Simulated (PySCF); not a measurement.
**Highest orbital energy against ionisation energy along the halogens**

Calculated with PySCF 2.14, no spin-orbit coupling. Each cell gives −ε(HOMO) / ΔSCF in eV; NIST values include spin-orbit coupling, (s) semi-empirical, (t) theoretical.

| species | UHF | LDA | PBE | PBE0 | r2SCAN | NIST (lowest levels) |
| --- | --- | --- | --- | --- | --- | --- |
| F (dyall-av2z, non-relativistic) | 18.461 / 15.660 | 10.347 / 17.966 | 10.282 / 17.665 | 12.541 / 17.454 | 10.759 / 17.549 | 17.423 |
| Cl (dyall-av2z, non-relativistic) | 13.047 / 11.823 | 8.206 / 13.250 | 8.115 / 13.007 | 9.586 / 12.995 | 8.456 / 13.063 | 12.968 |
| Br (dyall-av2z, non-relativistic) | 11.793 / 10.830 | 7.603 / 12.165 | 7.473 / 11.875 | 8.793 / 11.891 | 7.808 / 11.969 | 11.814 |
| I (dyall-av2z, non-relativistic) | 10.417 / 9.650 | 6.923 / 10.880 | 6.780 / 10.594 | 7.928 / 10.628 | 7.063 / 10.653 | 10.451 |

Question: How far is −ε(HOMO) from ΔSCF on average for each method, and why?

Answer: UHF 1.44 eV; LDA -5.30 eV; PBE -5.12 eV; PBE0 -3.53 eV; r2SCAN -4.79 eV. Hartree-Fock orbital energies lack relaxation and so exceed the ΔSCF value; semilocal functionals have convex E(N) from self-interaction, so their HOMO lies far too high; exact exchange moves hybrids part of the way back.
